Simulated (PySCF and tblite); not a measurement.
Values are calculated unless marked as measured or tabulated.
C4H9N, numbered as in [CH3:1][CH:2]1[CH2:3][NH:4][CH2:5]1.

Search: ETKDG and KDG, MMFF94s, GFN2-xTB, 90 starts; geometries at GFN2-xTB. Energies: PBE0-D3(BJ)/def2-TZVP (IEF-PCM, chloroform), with GFN2-xTB thermal terms (modes under about 100 cm⁻¹ blended into free rotors). Symmetry numbers and mirror images are counted. Conformers within 2.5 kcal/mol (GFN2-xTB free energy) were kept, 5 at most. Couplings: B3LYP/6-31G* with pcJ-1 on H (gas phase; spin-dipole term only for pairs with B, N, F, Si or P). Couplings are for ¹H. H–H couplings come out 0.1 to 0.9 Hz lower than with pcJ-1 on all atoms. Of two unlike H on one atom, a is the less shielded (KT3/pcSseg-1 (IEF-PCM, chloroform)). Codes: tblite and PySCF.

The 4-ring runs over atoms 2–3–4–5.

```csv
conformer,shape,weight %
1,"4-ring puckered (ring torsions -14, 14, -13, 13°)",66.1
2,"4-ring puckered (ring torsions 13, -13, 13, -13°)",33.9
```

Task: Give the couplings in each conformer and the averages at 298.15 K (pairs that fast motion interchanges averaged).

Result: 
| coupling | pairs | 1 | 2 | average (Hz) |
| --- | --- | --- | --- | --- |
| ²J(H1,H1) | 3 | -13.7 | -13.5 | -13.6 |
| ³J(H1,H2) | 3 | 6.8 | 7.1 | 7.0 |
| ³J(H2,H3b) | 2 | 6.5 | 2.7 | 5.2 |
| ³J(H2,H3a) | 2 | 8.2 | 9.2 | 8.5 |
| ²J(H3b,H3a) | 2 | -7.2 | -7.3 | -7.3 |
| ³J(H3b,H4) | 2 | 10.1 | 1.6 | 7.2 |
| ³J(H3a,H4) | 2 | 1.6 | 9.8 | 4.4 |
